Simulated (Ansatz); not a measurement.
```yaml
crystal:
  periodic: [false, false, false]
  atoms:
    - {symbol: Al, position_ang: [-2.481756, -0.160384, -0.001940]}
    - {symbol: Al, position_ang: [-0.043969, 0.332940, 0.002772]}
    - {symbol: Ga, position_ang: [2.525725, -0.172557, -0.000831]}
basis:
  gaussian: {orbitals: def2-TZVP}
magnetization: {spin_polarized: true, initial_magnetization: 3}
hamiltonian: {xc: pbe0}
relax: {f_tol: 0.004, max_steps: 80}
```

```sh
$ ansatz run in.yaml --threads 1 --pin off --events-out ev --progress --plain --max-ram 2176MiB
```

Steps of the relaxation (energy above the last step; positions in Å, forces in eV/Å):

```
3
step 1, 479.8 meV
Al   -2.482   -0.160   -0.002   -0.455   -0.120   -0.001
Al   -0.044    0.333    0.003    0.505    0.136    0.001
Ga    2.526   -0.173   -0.001   -0.050   -0.016    0.000
```

```
3
step 2, 457.9 meV
Al   -2.517   -0.178   -0.002   -0.095   -0.052    0.000
Al   -0.019    0.363    0.003    0.171    0.066    0.001
Ga    2.536   -0.185   -0.001   -0.076   -0.014    0.000
```

```
3
step 3, 449.2 meV
Al   -2.510   -0.214   -0.002    0.046   -0.027    0.000
Al   -0.002    0.430    0.004   -0.004    0.055    0.000
Ga    2.512   -0.216   -0.001   -0.042   -0.028    0.000
```

```
3
step 5, 386.1 meV
Al   -2.335   -0.412   -0.004    0.321    0.068    0.001
Al    0.017    0.820    0.007   -0.150   -0.056   -0.001
Ga    2.318   -0.408   -0.003   -0.171   -0.011    0.000
```

```
3
step 6, 317.8 meV
Al   -2.170   -0.507   -0.005    0.373    0.104    0.001
Al    0.023    1.006    0.008   -0.176   -0.085   -0.001
Ga    2.147   -0.499   -0.004   -0.197   -0.019    0.000
```

```
3
step 7, 229.4 meV
Al   -1.989   -0.579   -0.005    0.369    0.097    0.001
Al    0.020    1.149    0.010   -0.135   -0.076   -0.001
Ga    1.969   -0.570   -0.004   -0.234   -0.021    0.000
```

```
3
step 14, 0.0 meV
Al   -1.478   -0.709   -0.006    0.000    0.000    0.000
Al   -0.001    1.407    0.012    0.001   -0.001    0.000
Ga    1.479   -0.698   -0.005   -0.001    0.001    0.000
```

Close pairs at the end: Al2–Ga3 2.573 Å, Al1–Al2 2.581 Å, Al1–Ga3 2.957 Å.

A stationary point of unrestricted PBE0 after 14 steps, with ⟨S²⟩ = 3.758 against 3.75 for a pure state; no frequencies were run, so it isn't proven a minimum. 2.3 min on 1 thread of Arm Neoverse V2, shared host.
